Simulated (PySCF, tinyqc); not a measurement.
Worked calculation: CIS and TDHF on RHF in the sto-3g basis, for CH2, spin multiplicity 1. The lowest restricted solution is unstable here: a spin-polarised one lies 0.0402 hartree lower (PySCF). One step of it, computed by the program tinyqc.

Question. CIS matrix, triplets. A(ia,jb) = (e_a - e_i) d_ij d_ab - (ij|ab).

orbital energies (hartree): MO1 -10.990113, MO2 -0.839230, MO3 -0.547500, MO4 -0.286539, MO5 0.232128, MO6 0.677986, MO7 0.794415

Two-electron integrals over orbitals (pq|rs), unique and non-zero (hartree):
```
(11|11) 3.506112    (21|11) -0.289319   (21|21) 0.038247    (22|11) 0.718009
(22|21) -0.006593   (22|22) 0.555353    (31|11) -0.005757   (31|21) 0.000567
(31|22) -0.000847   (31|31) 0.007735    (32|11) -0.000200   (32|21) -0.000421
(32|22) -0.007557   (32|31) 0.013781    (32|32) 0.149003    (33|11) 0.620240
(33|21) -0.002475   (33|22) 0.524939    (33|31) 0.000451    (33|32) 0.005061
(33|33) 0.537304    (41|11) 0.161114    (41|21) -0.017531   (41|22) 0.015784
(41|31) -0.000432   (41|32) 0.000046    (41|33) 0.006633    (41|41) 0.026980
(42|11) -0.069240   (42|21) 0.007434    (42|22) 0.032503    (42|31) 0.000132
(42|32) 0.000054    (42|33) 0.020651    (42|41) 0.013747    (42|42) 0.071506
(43|11) -0.003928   (43|21) 0.000271    (43|22) -0.000713   (43|31) -0.002750
(43|32) 0.017155    (43|33) 0.000872    (43|41) 0.000329    (43|42) 0.001457
(43|43) 0.029977    (44|11) 0.819749    (44|21) -0.013890   (44|22) 0.501694
(44|31) -0.000155   (44|32) 0.000047    (44|33) 0.475551    (44|41) -0.012800
(44|42) -0.079353   (44|43) -0.003338   (44|44) 0.683863    (51|51) 0.021752
(52|51) 0.023332    (52|52) 0.088998    (53|51) 0.000493    (53|52) 0.001322
(53|53) 0.021139    (54|51) -0.012988   (54|52) -0.037411   (54|53) -0.000969
(54|54) 0.051937    (55|11) 0.851980    (55|21) -0.009290   (55|22) 0.546092
(55|31) -0.000168   (55|32) -0.000256   (55|33) 0.493377    (55|41) 0.004640
(55|42) -0.036633   (55|43) -0.002175   (55|44) 0.588412    (55|55) 0.672833
(61|11) -0.233939   (61|21) 0.033391    (61|22) 0.000384    (61|31) 0.002353
(61|32) 0.002753    (61|33) 0.000491    (61|41) -0.005834   (61|42) 0.014063
(61|43) -0.000294   (61|44) -0.019601   (61|55) -0.005980   (61|61) 0.034469
(62|11) 0.244840    (62|21) -0.005799   (62|22) 0.078078    (62|31) 0.001057
(62|32) 0.002217    (62|33) 0.025483    (62|41) 0.014291    (62|42) 0.002308
(62|43) -0.004105   (62|44) 0.080173    (62|55) 0.122570    (62|61) 0.001336
(62|62) 0.096698    (63|11) 0.039908    (63|21) -0.000966   (63|22) 0.012735
(63|31) 0.001120    (63|32) -0.071221   (63|33) 0.002271    (63|41) 0.000133
(63|42) -0.006989   (63|43) -0.023406   (63|44) 0.019309    (63|55) 0.020286
(63|61) -0.000664   (63|62) 0.016636    (63|63) 0.085213    (64|11) 0.090483
(64|21) 0.000696    (64|22) 0.032423    (64|31) -0.001183   (64|32) -0.009333
(64|33) 0.006389    (64|41) 0.004815    (64|42) 0.002270    (64|43) 0.001376
(64|44) 0.046861    (64|55) 0.040656    (64|61) 0.003060    (64|62) 0.044269
(64|63) 0.010749    (64|64) 0.029431    (65|51) 0.017630    (65|52) 0.058198
(65|53) 0.003791    (65|54) -0.015685   (65|65) 0.046965    (66|11) 0.699083
(66|21) -0.005787   (66|22) 0.542725    (66|31) 0.002320    (66|32) 0.030171
(66|33) 0.524440    (66|41) 0.022264    (66|42) 0.056351    (66|43) 0.008453
(66|44) 0.459806    (66|55) 0.508851    (66|61) 0.005697    (66|62) 0.055364
(66|63) -0.018307   (66|64) 0.021601    (66|66) 0.585198    (71|11) 0.033622
(71|21) -0.005106   (71|22) -0.001041   (71|31) 0.013076    (71|32) 0.020872
(71|33) 0.000775    (71|41) 0.000888    (71|42) -0.001820   (71|43) -0.005106
(71|44) 0.002737    (71|55) 0.000817    (71|61) -0.001876   (71|62) 0.001787
(71|63) 0.001914    (71|64) -0.002410   (71|66) 0.003201    (71|71) 0.023306
(72|11) -0.039130   (72|21) 0.000810    (72|22) -0.010903   (72|31) 0.008351
(72|32) -0.006053   (72|33) -0.003955   (72|41) -0.001889   (72|42) 0.001662
(72|43) -0.029405   (72|44) -0.013792   (72|55) -0.019171   (72|61) 0.001864
(72|62) -0.008451   (72|63) 0.044949    (72|64) -0.007556   (72|66) -0.014921
(72|71) 0.013261    (72|72) 0.053937    (73|11) 0.246513    (73|21) -0.006381
(73|22) 0.048552    (73|31) -2.30e-06   (73|32) 0.010147    (73|33) 0.029548
(73|41) -0.001424   (73|42) -0.052658   (73|43) 0.000366    (73|44) 0.124979
(73|55) 0.120268    (73|61) -0.007091   (73|62) 0.071529    (73|63) 0.007270
(73|64) 0.031816    (73|66) 0.006749    (73|71) 0.001137    (73|72) -0.017374
(73|73) 0.114352    (74|11) -0.010782   (74|21) 0.000078    (74|22) -0.000742
(74|31) -0.008895   (74|32) -0.068381   (74|33) -0.003804   (74|41) -0.000734
(74|42) -0.001262   (74|43) 0.013981    (74|44) -0.005217   (74|55) -0.004434
(74|61) -0.002485   (74|62) -0.007814   (74|63) 0.033830    (74|64) 0.004562
(74|66) -0.016270   (74|71) -0.014584   (74|72) -0.007689   (74|73) -0.008880
(74|74) 0.059705    (75|51) -0.002565   (75|52) -0.008762   (75|53) 0.018165
(75|54) 0.002456    (75|65) -0.003635   (75|75) 0.022536    (76|11) 0.006088
(76|21) -0.000683   (76|22) -0.008623   (76|31) 0.009072    (76|32) 0.111611
(76|33) 0.005503    (76|41) -0.002632   (76|42) -0.009060   (76|43) 0.026534
(76|44) 0.009448    (76|55) 0.001844    (76|61) 0.000131    (76|62) -0.004082
(76|63) -0.074521   (76|64) -0.008671   (76|66) 0.021916    (76|71) 0.014203
(76|72) -0.027757   (76|73) 0.017511    (76|74) -0.047224   (76|76) 0.108868
(77|11) 0.765070    (77|21) -0.009653   (77|22) 0.528525    (77|31) -0.002770
(77|32) -0.032366   (77|33) 0.532626    (77|41) 0.003908    (77|42) -0.008275
(77|43) -0.008188   (77|44) 0.534736    (77|55) 0.533903    (77|61) -0.008441
(77|62) 0.042048    (77|63) 0.031370    (77|64) 0.014412    (77|66) 0.519085
(77|71) -0.002850   (77|72) 0.000959    (77|73) 0.060403    (77|74) 0.012084
(77|76) -0.024704   (77|77) 0.580063
```

Give: CIS matrix A, triplet.

Answer.

CIS matrix A, triplet (hartree):
```
         1>5      1>6      1>7     2>5      2>6      2>7     3>5      3>6
1>5  10.3703   0.0000   0.0000  0.0093   0.0000   0.0000  0.0002   0.0000
1>6   0.0000  10.9690  -0.0061  0.0000   0.0058   0.0007  0.0000  -0.0023
1>7   0.0000  -0.0061  11.0195  0.0000   0.0007   0.0097  0.0000  -0.0091
2>5   0.0093   0.0000   0.0000  0.5253   0.0000   0.0000  0.0003   0.0000
2>6   0.0000   0.0058   0.0007  0.0000   0.9745   0.0086  0.0000  -0.0302
2>7   0.0000   0.0007   0.0097  0.0000   0.0086   1.1051  0.0000  -0.1116
3>5   0.0002   0.0000   0.0000  0.0003   0.0000   0.0000  0.2863   0.0000
3>6   0.0000  -0.0023  -0.0091  0.0000  -0.0302  -0.1116  0.0000   0.7010
3>7   0.0000  -0.0091   0.0028  0.0000  -0.1116   0.0324  0.0000  -0.0055
4>5  -0.0046   0.0000   0.0000  0.0366   0.0000   0.0000  0.0022   0.0000
4>6   0.0000  -0.0223   0.0026  0.0000  -0.0564   0.0091  0.0000  -0.0085
4>7   0.0000   0.0026  -0.0039  0.0000   0.0091   0.0083  0.0000  -0.0265

         3>7      4>5      4>6      4>7
1>5   0.0000  -0.0046   0.0000   0.0000
1>6  -0.0091   0.0000  -0.0223   0.0026
1>7   0.0028   0.0000   0.0026  -0.0039
2>5   0.0000   0.0366   0.0000   0.0000
2>6  -0.1116   0.0000  -0.0564   0.0091
2>7   0.0324   0.0000   0.0091   0.0083
3>5   0.0000   0.0022   0.0000   0.0000
3>6  -0.0055   0.0000  -0.0085  -0.0265
3>7   0.8093   0.0000  -0.0265   0.0082
4>5   0.0000  -0.0697   0.0000   0.0000
4>6  -0.0265   0.0000   0.5047  -0.0094
4>7   0.0082   0.0000  -0.0094   0.5462
```
